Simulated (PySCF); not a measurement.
# SiO with other numerical set-ups

Which parts of the numerical set-up matter for SiO? Each run edits the base script.

Computed with PySCF 2.14.0. Level: method and basis as typed in the scripts.

### Step 1. Starting geometry

SiO: 2 atoms, charge 0, spin multiplicity 1.

Bond lengths: Si1–O2 1.467 Å.

### Step 2. The run that the others are compared with

Input file input.py:

```python
from pyscf import gto, scf, cc

mol = gto.M(
    atom='Si 0 0 0; O 0 0 1.467',
    basis='6-31g*',
    charge=0,
    spin=0,
    verbose=3,
)
mf = scf.RHF(mol)
mf.kernel()
mycc = cc.CCSD(mf, frozen=6)
mycc.kernel()
e = mycc.ipccsd(nroots=6)[0]
print('roots (eV) =', (e*27.211386).round(3))
mf.dip_moment()
print('orbital energies (hartree):', mf.mo_energy[..., max(0, mol.nelec[1]-3):mol.nelec[0]+3].round(4))
```

On the command line:

```sh
$ OMP_NUM_THREADS=1 python input.py
```

The log of this run is left out.

It gives: E(SCF) = -363.776588 Eh, E(CCSD) − E(SCF) = -0.26500 Eh, μ = 3.16 D, ionisation roots 11.186, 12.019, 12.019, 14.742, 20.053 eV.

The bond length is a typed value, not an optimised one.

### Step 3. Sto-3g

Variant 1 changes basis set: 6-31g* → sto-3g.

Input file input.py:

```python
from pyscf import gto, scf, cc

mol = gto.M(
    atom='Si 0 0 0; O 0 0 1.467',
    basis='sto-3g',
    charge=0,
    spin=0,
    verbose=3,
)
mf = scf.RHF(mol)
mf.kernel()
mycc = cc.CCSD(mf, frozen=6)
mycc.kernel()
e = mycc.ipccsd(nroots=6)[0]
print('roots (eV) =', (e*27.211386).round(3))
mf.dip_moment()
print('orbital energies (hartree):', mf.mo_energy[..., max(0, mol.nelec[1]-3):mol.nelec[0]+3].round(4))
```

On the command line:

```sh
$ OMP_NUM_THREADS=1 python input.py
```

### Step 4. Cartesian functions on

Variant 2 changes Cartesian functions: off → on.

input.py: that of step 2 with these lines changed.

```diff
@@ -7,2 +7,3 @@
     spin=0,
+    cart=True,
     verbose=3,
```

Before running it: what results should come out? Wanted: for each run, E(SCF); from base; gap; SCF dipole; after the SCF.

As calculated:

| run | E(SCF) (hartree) | from base (eV) | gap (eV) | SCF dipole (D) | functions | after the SCF |
| --- | --- | --- | --- | --- | --- | --- |
| base | -363.776588 | 0 | 13.35 | 3.16 | 32 | CCSD correlation -7.211 eV, core frozen, first root 11.19 eV |
| sto-3g | -359.400060 | +119.0914 | 16.02 | 1.81 | 14 | CCSD correlation -3.427 eV, core frozen, first root 6.97 eV |
| Cartesian functions on | -363.778283 | -0.0461 | 13.34 | 3.16 | n/a | CCSD correlation -7.271 eV, core frozen, first root 11.19 eV |

**Reading.** The largest comparable shift of the SCF energy, +119.091 eV, comes with the run “sto-3g”. sto-3g (14 functions) gives an energy 119.09 eV higher than 6-31g* (32).
